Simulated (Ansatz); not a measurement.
The input, for Ansatz 0.2.0:

```yaml
crystal:
  periodic: [false, false, false]
  atoms:
    - {symbol: C, position_ang: [0.000000, 0.000000, 1.727200]}
    - {symbol: Si, position_ang: [0.000000, 0.000000, -0.108700]}
    - {symbol: O, position_ang: [0.000000, 0.000000, -1.618500]}
basis:
  gaussian: {orbitals: cc-pVDZ}
total_charge: 1
magnetization: {spin_polarized: true, initial_magnetization: 3}
correlation: {method: ccsd_t, electrons: outside_noble_gas}
```

```sh
$ ansatz run in.yaml --threads 1 --pin off --events-out ev --progress --plain --max-ram 2393MiB
```

Output:

```
447 factors; integrals over basis functions are off by at most 7.6e-4 eV
mean field evaluation 1: about -10903.3241 eV, gradient 5.0e1 eV
mean field evaluation 2: about -10903.3294 eV, gradient 5.0e1 eV
mean field evaluation 4: about -10915.0830 eV, gradient 6.3e0 eV
mean field evaluation 8: about -10916.0022 eV, gradient 3.9e-1 eV
mean field evaluation 16: about -10864.2359 eV, gradient 1.0e2 eV
mean field evaluation 32: about -10911.9244 eV, gradient 2.8e-6 eV
mean field evaluation 64: about -10914.3588 eV, gradient 3.3e0 eV
mean field evaluation 96: about -10913.4973 eV, gradient 5.1e0 eV
mean field evaluation 128: about -10912.7812 eV, gradient 3.6e0 eV
mean field evaluation 160: about -10916.0077 eV, gradient 2.4e-1 eV
...
cycle   1  -9.17009883 eV  change   -3.8e-3 eV  update   3.2e-3
cycle   2  -9.16941928 eV  change    6.8e-4 eV  update   2.6e-3
cycle   3  -9.17148221 eV  change   -2.1e-3 eV  update   1.6e-3
cycle   4  -9.17269893 eV  change   -1.2e-3 eV  update   6.2e-4
cycle   5  -9.17423944 eV  change   -1.5e-3 eV  update   3.2e-4
cycle   6  -9.17380490 eV  change    4.3e-4 eV  update   1.3e-4
cycle   7  -9.17373398 eV  change    7.1e-5 eV  update   7.7e-5
cycle   8  -9.17369453 eV  change    3.9e-5 eV  update   2.0e-5
cycle   9  -9.17367249 eV  change    2.2e-5 eV  update   1.1e-5
cycle  10  -9.17367069 eV  change    1.8e-6 eV  update   4.2e-6
perturbative correction -0.44338426 eV, -0.0162940710 hartree
Total energy: -10925.62557865 eV, -401.5093343603 hartree
```

Ran on 1 thread of Arm Neoverse V2, shared host: 7.5 s wall, 0.12 GiB peak host memory.
